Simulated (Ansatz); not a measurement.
`N#CC(Cl)(Cl)Cl` + CH₄ → `CC(Cl)(Cl)Cl` + `C#N` at 298.15 K and 1 bar (formal exchange of groups at a C–C bond).

Gas-phase electronic energies from Ansatz, PBE0-D4/def2-TZVP geometries. CCSD(T)/CBS is the MP2 limit (def2-TZVPP, def2-QZVPP) plus CCSD(T) − MP2 in def2-TZVPP, frozen cores. This one scheme is used for every species.

| species | CCSD(T)/CBS energy (Eh) | H − E (kJ/mol) | S (J/(mol·K)) |
| --- | --- | --- | --- |
| `N#CC(Cl)(Cl)Cl` | -1510.08202 | 65.2 | 332.3 |
| CH₄ | -40.46206 | 127.4 | 186.2 |
| `CC(Cl)(Cl)Cl` | -1457.23880 | 142.6 | 319.2 |
| `C#N` | -93.32098 | 52.4 | 201.2 |

H − E and S are ideal-gas, rigid-rotor, harmonic terms from PBE0-D4/def2-TZVP. 1 Eh = 2625.50 kJ/mol, R = 8.31446 J/(mol·K).

By hand: ΔE, ΔH, ΔS and ΔG.

ΔE = (-1457.23880) + (-93.32098) − (-1510.08202) − (-40.46206) = -0.01570 Eh = -41.2 kJ/mol. Δ(H − E) = 142.6 + 52.4 − 65.2 − 127.4 = 2.4, so ΔH = -38.8 kJ/mol. ΔS = 319.2 + 201.2 − 332.3 − 186.2 = 1.9 J/(mol·K). ΔG = -38.8 − 298.15 × (1.9)/1000 = -39.4 kJ/mol.

By hand: the equilibrium constant, and the temperature at which ΔG would vanish if ΔH and ΔS stayed fixed.

log₁₀ K = −ΔG/(RT ln 10) = 6.9. ΔH and −TΔS have one sign here, so there is no such temperature. One of them is within its doubt of zero, so this could turn.

The number of gas molecules stays the same, so ΔS is small and ΔH decides. A doubt of 5 kJ/mol in ΔE shifts log₁₀ K by 0.9 here. These are equilibria of isolated gas molecules and say nothing of rates. Largest T1 diagnostic: 0.014 (customary marks: 0.02 for closed shells, 0.045 for open ones).
